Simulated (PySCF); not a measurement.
Compound: C5H7F.
Atom-mapped SMILES: `[CH3:1][C:2]1=[CH:3][C@@H:4]1[CH2:5][F:6]` (hydrogens: H7, H8, H9 on C1; H10 on C3; H11 on C4; H12, H13 on C5)

Method: PySCF, PBE0-D3(BJ)/def2-SVP geometry optimisation, gas phase; density fitting, grid level 1; the optimiser is geomeTRIC in internal coordinates, started from a GFN2-xTB structure with every atom displaced at random (about 0.01 Å).

Geometry at step 3:
```
atom  x, y, z in Å
C1      1.9807    0.1429   -0.1667
C2      0.6114    0.6733   -0.1560
C3     -0.2895    1.5569    0.1493
C4     -0.7966    0.3300   -0.5539
C5     -1.5462   -0.7425    0.1851
F6     -1.0733   -1.9909   -0.1643
H7      2.0209   -0.7983    0.4040
H8      2.2860   -0.1038   -1.1958
H9      2.7022    0.8531    0.2622
H10    -0.5652    2.5351    0.5338
H11    -1.0625    0.3899   -1.6238
H12    -2.6262   -0.7145   -0.0437
H13    -1.4148   -0.6131    1.2745
```

Task: What forces act on the atoms?

Result: 
| atom | Fx (eV/Å) | Fy (eV/Å) | Fz (eV/Å) |
| --- | --- | --- | --- |
| C1 | 0.021 | 0.044 | -0.036 |
| C2 | -0.068 | -0.073 | 0.126 |
| C3 | 0.035 | 0.084 | -0.143 |
| C4 | 0.039 | -0.028 | 0.028 |
| C5 | -0.003 | 0.026 | 0.015 |
| F6 | -0.004 | -0.021 | -0.004 |
| H7 | -0.009 | -0.016 | 0.001 |
| H8 | 0.014 | 0.010 | -0.014 |
| H9 | -0.008 | -0.007 | -0.005 |
| H10 | -0.009 | -0.014 | 0.062 |
| H11 | -0.005 | -0.004 | -0.015 |
| H12 | -0.007 | 0.006 | -0.005 |
| H13 | 0.005 | -0.006 | -0.010 |

The largest, 0.17 eV/Å, acts on C3; the rms over all components is 0.042 eV/Å. The forces sum to zero within rounding, as they must for an isolated molecule in no field.

Task: Give the force on C3 in Eh/bohr and in nN.

Result: 0.170 eV/Å ÷ 51.422 = 0.00330 Eh/bohr, and 0.170 eV/Å × 1.602 = 0.27 nN.

Task: How far is this geometry from the end of the optimisation?

Result: 0.005 eV above it, and 0.061 Å rms away after alignment. The bonds farthest from their final lengths, with half the difference of the two atoms' forces along the bond (positive lengthens):

| bond | now (Å) | final (Å) | force along bond (eV/Å) |
| --- | --- | --- | --- |
| C2–C4 | 1.503 | 1.502 | -0.04 |

What follows is the cost of the whole optimisation. The run took 66 s of wall time on an Arm Neoverse V1 with one thread, on a shared host, and the process peaked at 0.50 GiB of memory.
